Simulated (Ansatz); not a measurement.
`B1[SiH2]S1`, relaxed with RKS PBE0-D4/def2-TZVP in Ansatz 0.2.0 from a PBE-D4/def2-SVP geometry. The force threshold is 0.005 eV/Å; the program also tests the step.

Total charge 0; spin multiplicity 1.

Start:

```xyz
6

B     0.676   -0.655    0.704
Si   -0.529    0.176   -0.585
S     0.761    1.098    0.976
H     1.216   -1.598    1.227
H    -0.133    0.560   -1.980
H    -1.990    0.418   -0.341
```

(1) By how much does the energy fall, and how many steps does the optimiser take? (Best estimate.)

(2) Which bonds change most? (Estimate.)

(3) Give the relaxed structure. (Estimate.)

## Answers

(1) Computed: 3.22 kJ/mol, in 5 steps.

(2) Ansatz gave: Si2–S3 from 2.224 to 2.169 Å; B1–H4 from 1.206 to 1.184 Å; Si2–H6 from 1.501 to 1.481 Å; Si2–H5 from 1.500 to 1.481 Å.

(3) The calculation gave: 
```xyz
6

B     0.666   -0.658    0.695
Si   -0.518    0.199   -0.569
S     0.749    1.086    0.952
H     1.199   -1.579    1.215
H    -0.130    0.551   -1.955
H    -1.967    0.401   -0.338
```
